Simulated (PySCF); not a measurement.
## Assigning NMR signals

Numbering as in the mapped SMILES `[CH3:1][CH:2]=[C:3]([CH3:4])[CH3:5]`. Hydrogens are named by the atom that carries them.

[PySCF 2.14.0 with density-fitted response routines: geometry: PBE0-D3(BJ)/def2-TZVP; PBE0/pcSseg-2 with gauge-including orbitals; fast rotation and ring inversion assumed for equivalent nuclei; one computed conformer; isolated molecule; relativity neglected]

δ = σ(ref) − σ, references computed at the same level: ¹³C, ¹H vs TMS.

**Question.** Assign these signals to the numbered atoms. ¹³C{¹H} NMR (computed): δ 144.7 (C), 131.3 (CH), 29.6 (CH3), 19.0 (CH3), 16.5 (CH3).

**Answer.** 
| δ (ppm) | atoms | environment | reason |
| --- | --- | --- | --- |
| 144.7 | C3 | fully substituted alkene carbon | the olefinic region |
| 131.3 | C2 | alkene CH | the olefinic region |
| 29.6 | C5 | allylic methyl carbon | saturated and bonded to C and H only |
| 19.0 | C4 | allylic methyl carbon | – |
| 16.5 | C1 | allylic methyl carbon | – |

**Question.** Assign these signals to the numbered atoms. ¹H NMR (600 MHz, computed): δ 5.61 (q, 1H), 1.78 (s, 3H), 1.73 (d, 3H), 1.73 (s, 3H).

**Answer.** 
| δ (ppm) | atoms | environment | reason |
| --- | --- | --- | --- |
| 5.61 | H(C2) | hydrogen on an alkene CH | a vinylic proton, deshielded by the sp2 carbon and the C=C anisotropy |
| 1.78 | H(C5) | hydrogen on an allylic methyl carbon | allylic position |
| 1.73 | H(C1) | hydrogen on an allylic methyl carbon | – |
| 1.73 | H(C4) | hydrogen on an allylic methyl carbon | – |

H(C5) and H(C1); H(C1) and H(C4) lie closer than the usual error of such a calculation, so a measured spectrum could show them in the other order.

Shifts are as computed. Against solution values, carbons near 30 ppm lie about +3 ppm off and those near 130 ppm about +9 ppm. Of 1309 compounds with measured shifts, 239 miss one by over three times the rms of a fit or turn the order of signals round; such compounds aren't used in these exercises. Multiplicities follow the n + 1 count of equivalent neighbours, as no J values were calculated; m marks all less simple cases, F and P coupling included.
